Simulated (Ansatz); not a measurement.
We consider solid CO2 (dry ice), described by PBE0-D3(BJ) in Ansatz (plane waves, PAW).

The cell is the one relaxed with PBE-D3(BJ): a = b = c = 5.7224 Å, α = β = γ = 90.00°.

Give the computed lattice energy.


lattice energy: 26 kJ/mol

Measured, for comparison: lattice energy 28 kJ/mol (sublimation enthalpy back-corrected for vibrations incl. anharmonic terms (X23); as tabulated in Klimeš (2016), arXiv:1606.06868). Computed (rounded) less measured: lattice energy -2 kJ/mol.

Static lattice: no zero-point or thermal effects.

Computing time: very roughly 40 core-seconds.

Ansatz is an electronic-structure program.
